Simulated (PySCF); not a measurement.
PySCF input (BP86/def2-SVP):

```python
from pyscf import gto, dft

mol = gto.M(
    atom='''
    Be   -0.00000000   -0.00000000   -0.26442914
    H     0.00000000    0.00000000    1.05771656
    ''',
    basis='def2-svp',
    charge=1,
    spin=0,
    verbose=4,
)

mf = dft.RKS(mol, xc='bp86')
mf.grids.level = 3
mf.conv_tol = 1e-9
mf.max_cycle = 100
mf.max_memory = 1500
mf.kernel()
if not mf.converged:
    mf = mf.newton()
    mf.kernel(mf.make_rdm1())
mf.dip_moment()
```

From the last part of the output:

```
grids dens level: 3
symmetrized grids: False
atomic radii adjust function: <function treutler_atomic_radii_adjust>
small_rho_cutoff = 0
Set gradient conv threshold to 3.16228e-05
Initial guess from minao.
tot grids = 23536
init E= -15.1753655178376
  HOMO = -0.362366102726768  LUMO = -0.148660999678948  gap/eV = 5.81521
cycle= 1 E= -14.9053980578073  delta_E= 0.27  |g|= 0.159  |ddm|=  1.5
  HOMO = -0.556622264985402  LUMO = -0.401272712520533  gap/eV = 4.22728
cycle= 2 E= -14.913337469422  delta_E= -0.00794  |g|= 0.117  |ddm|= 0.796
  HOMO = -0.589121806316332  LUMO = -0.408273691777456  gap/eV = 4.92113
cycle= 3 E= -14.9222081236716  delta_E= -0.00887  |g|= 0.0139  |ddm|= 0.323
  HOMO = -0.580891199485316  LUMO = -0.403950831741757  gap/eV = 4.81479
cycle= 4 E= -14.9223291582695  delta_E= -0.000121  |g|= 0.00072  |ddm|= 0.0246
  HOMO = -0.581083674683045  LUMO = -0.405188953723673  gap/eV = 4.78634
cycle= 5 E= -14.922329926708  delta_E= -7.68e-07  |g|= 0.000371  |ddm|= 0.00389
  HOMO = -0.581228472424138  LUMO = -0.405424696569408  gap/eV = 4.78386
cycle= 6 E= -14.9223299985211  delta_E= -7.18e-08  |g|= 4.07e-06  |ddm|= 0.00076
  HOMO = -0.581231202488126  LUMO = -0.405428151246764  gap/eV = 4.78384
cycle= 7 E= -14.922329998529  delta_E= -7.91e-12  |g|= 2.04e-07  |ddm|= 1.24e-05
  HOMO = -0.581231125747529  LUMO = -0.405428498627487  gap/eV = 4.78383
Extra cycle  E= -14.922329998529  delta_E= -6.39e-14  |g|= 1.83e-07  |ddm|= 1.13e-06
converged SCF energy = -14.922329998529

WARN: System has nonzero charge 1; the dipole moment is origin-dependent.
Location of origin: [0. 0. 0.]

Dipole moment(X, Y, Z, Debye):  0.00000, -0.00000, -3.55731
```

The dipole moment of an ion depends on the origin.
